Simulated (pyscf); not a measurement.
PySCF, gas phase, ωB97X-D3(BJ)/def2-SVP geometries.

Problem. F–Si(F)(F)–F (SMILES F[Si](F)(F)F) + H₂O (SMILES O) -> HF (SMILES F) + HO–Si(F)(F)–F (SMILES O[Si](F)(F)F)
Surface: singlet. Broken: F–Si, H–O. Formed: F–H, O–Si. Give ΔE‡ and ΔE from ωB97M-D3(BJ)/def2-TZVP, relative to the separated reactants.

Solution. ΔE‡ = 0.99 eV, ΔE = +0.32 eV. Zero-point energy shifts the barrier by +0.01 eV. It is a four-centre exchange, with an imaginary mode of 874i cm⁻¹. One saddle was located; it need not be the lowest between these sides.
